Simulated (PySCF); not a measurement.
Below is a simulated gas-phase C 1s photoelectron spectrum of propylene oxide (`C[C@@H]1CO1`).

Every computed line was given a Gaussian of 1.0 eV full width at half maximum and an area set by the number of equivalent atoms; the highest printed point is 100. Theory: delta-SCF UKS SCAN, pcX-2 on the ionised atom, pcseg-1 elsewhere, spin-free X2C (PySCF 2.14.0).

(binding energy (eV), intensity): (289.6, 0), (289.7, 0), (289.8, 1), (289.9, 2), (290.0, 3), (290.1, 5), (290.2, 8), (290.3, 13), (290.4, 18), (290.5, 25), (290.6, 32), (290.7, 39), (290.8, 45), (290.9, 49), (291.0, 52), (291.1, 52), (291.2, 51), (291.3, 49), (291.4, 48), (291.5, 49), (291.6, 52), (291.7, 59), (291.8, 68), (291.9, 79), (292.0, 89), (292.1, 96), (292.2, 100), (292.3, 99), (292.4, 92), (292.5, 82), (292.6, 69), (292.7, 55), (292.8, 42), (292.9, 30), (293.0, 20), (293.1, 13), (293.2, 8), (293.3, 5), (293.4, 2), (293.5, 1), (293.6, 1), (293.7, 0)

Count the maxima, the lines and the sites behind this envelope.

The curve has 2 maxima (at 291.1 and 292.2 eV). Under it lie 3 lines from 3 inequivalent carbon sites. At this width some lines have no maximum of their own.

Decompose the envelope and assign each component. Numbering: `[CH3:1][C@@H:2]1[CH2:3][O:4]1`.

| position (eV) | relative area | line | atoms | environment |
| --- | --- | --- | --- | --- |
| 291.01 | 1 | C 1s | C1 | methyl carbon |
| 292.17 | 1 | C 1s | C3 | sp3 carbon bound to oxygen |
| 292.30 | 1 | C 1s | C2 | sp3 carbon bound to oxygen |

What are the centre and the root-mean-square width of the whole band?

The area-weighted mean of the lines is 291.83 eV. Their own spread about it is 0.58 eV (rms) and each Gaussian has σ = 1.0/2.355 = 0.42 eV; the variances add, which gives 0.72 eV.

The listed C 1s values span 1.29 eV, from C1 (bonded to C and 3 H) to C2 (bonded to O, 2 C and H). Summing the Pauling electronegativity differences to the bonded atoms, each weighted by its formal bond order, gives -1.05 for the lowest site and +0.54 for the highest; no listed site has a larger sum than the highest.

No satellites, vibrations or lifetime broadening are included. Geometry: PBE0-D3(BJ)/def2-SVP; no solvent, vibrations or thermal averaging.

Time: 32 s wall; peak memory 0.46 GiB. Hardware: one thread, Intel Xeon Platinum 8259CL at 2.50 GHz (x86_64), shared host with 96 logical CPUs at a one-minute load of 49.
